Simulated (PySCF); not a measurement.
NO2, SMILES [O]N=O (connectivity only; charge and spin as stated), charge -1, multiplicity 1. Atoms are numbered in the order given.

```xyz
3

O      0.0000     1.0699     0.2020
N      0.0000     0.0000    -0.4616
O      0.0000    -1.0699     0.2020
```
Charge -1, spin multiplicity 1.

Geometry: r2SCAN-D4/def2-TZVPD. The spin state was assumed, not searched. The isomer is the one that the SMILES or the coordinates give; other isomers of the formula were not compared.

Level of theory: PBE/def2-TZVPD run with PySCF.

Gas-phase values at a fixed geometry. A positive occupied level means that this level leaves the electron formally unbound; only the finite basis holds it.

Problem. Estimate the frontier levels, gap, dipole moment and polarisability. (The exact figures need the calculation; the answer reports its results.)

Solution. 
| Quantity | Result |
|---|---|
| highest occupied level | 1.30 eV |
| lowest empty level | 4.18 eV |
| orbital gap | 2.88 eV |
| dipole moment about the centre of nuclear charge | 0.40 D |
| mean static polarisability | 35.7 bohr³ (5.30 Å³) |
| polarisability, principal values | 24.6, 35.8, 46.8 bohr³ |
